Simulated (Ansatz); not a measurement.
Input file:

```yaml
crystal:
  periodic: [false, false, false]
  atoms:
    - {symbol: F, position_ang: [0.000000, 0.000000, 1.402006]}
    - {symbol: As, position_ang: [0.000000, 0.000000, -0.349279]}
    - {symbol: H, position_ang: [0.000000, 1.613159, -0.231823]}
    - {symbol: H, position_ang: [0.000000, -1.613159, -0.231823]}
basis:
  gaussian: {orbitals: cc-pVDZ}
total_charge: 1
magnetization: {spin_polarized: false, initial_magnetization: 3}
hamiltonian: {xc: hf}
output: {forces: true, orbitals: {seedname: orbitals}}
```

```sh
$ ansatz run in.yaml --threads 1 --pin off --events-out ev --progress --plain --max-ram 2393MiB
```

Output:

```
546 factors; integrals over basis functions are off by at most 9.7e-4 eV
mean field evaluation 1: about -63510.1205 eV, gradient 5.7e1 eV
mean field evaluation 2: about -63510.1353 eV, gradient 5.7e1 eV
mean field evaluation 4: about -63516.5599 eV, gradient 1.6e1 eV
mean field evaluation 8: about -63517.3914 eV, gradient 9.6e-1 eV
mean field evaluation 16: about -63474.2626 eV, gradient 8.9e1 eV
mean field evaluation 32: about -63514.4931 eV, gradient 1.6e1 eV
mean field evaluation 64: about -63517.3304 eV, gradient 4.3e0 eV
mean field evaluation 96: about -63510.1153 eV, gradient 2.0e1 eV
mean field -63517.39479537 eV, -2334.2212050935 hartree, gradient 1.4e-5 eV, S^2 3.750000; 1 other end points of the search recorded, 0 dependent functions left out
the calculation of the forces begins
reference -63517.39479537 eV, -2334.2212050935 hartree; 23, 20 occupied and 28, 31 virtual orbitals, 546 factors
Total energy: -63517.39479537 eV, -2334.2212050935 hartree
Atom 0 at     0.000000     0.000000     1.402006 Å, force     0.000000    -0.000000    -2.234833 eV/Å
Atom 1 at     0.000000     0.000000    -0.349279 Å, force    -0.000000     0.000000     0.938859 eV/Å
Atom 2 at     0.000000     1.613159    -0.231823 Å, force     0.000000     3.383800     0.647987 eV/Å
Atom 3 at     0.000000    -1.613159    -0.231823 Å, force     0.000000    -3.383800     0.647987 eV/Å
Dipole moment:     0.000000    -0.000000    -0.670095 e Å
```

Forces (eV/Å):
```
F    0.000  0.000 -2.235
As   0.000  0.000  0.939
H    0.000  3.384  0.648
H    0.000 -3.384  0.648
```

Ran on 1 thread of Arm Neoverse V2, shared host: 1.3 s wall, 0.1 GiB peak host memory.
